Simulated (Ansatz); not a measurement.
[S3]2- (S3²⁻). Total charge -2; triplet. Geometry PBE0-D4/def2-TZVPD, that of the charge -2 singlet; atoms count from 1.

```xyz
3

S    -1.046   -1.436   -0.175
S     0.677   -0.311    0.164
S     0.369    1.747    0.011
```

A multiply charged anion in the gas phase is held together partly by the finite basis. Removing one electron lowers the energy by 2.97 eV at PBE0-D4/def2-TZVPD, so it isn't bound. The highest occupied level of the charge -2 triplet lies above zero (up to 4.63 eV). By energy differences it is unbound by 3.86 eV (vertical, to the charge -1 doublet, at PBE0-D4/def2-TZVPD) and held by the finite basis. At PBE0-D4/def2-TZVPD a singlet of charge -2 lies 0.89 eV below the triplet at the same geometry.

(1) Estimate the Mulliken populations from the PBE0/def2-TZVPD orbitals of Ansatz.

(2) Where does the spin sit?

(3) And the Mayer bond orders between bonded heavy atoms (over 0.3)?

## Answers

(1) 
```tsv
atom	charge (e)	spin (α − β)
S1	-1.14	0.91
S2	0.28	0.18
S3	-1.14	0.91
```
Mulliken values and Mayer orders depend strongly on the basis. With diffuse functions, as here, like atoms can get unlike values, and bond orders can come out too low or too high.

(2) Summed by element: S 2.00, of 2 unpaired in all. Largest on single atoms: S3 0.91, S1 0.91, S2 0.18.

(3) S1–S2 0.88 (2.09 Å); S2–S3 0.88 (2.09 Å). Values over 0.3 also appear between atoms too far apart for a bond (S1–S3 0.94 at 3.49 Å); they arise where an orbital or an unpaired electron spreads over both atoms.
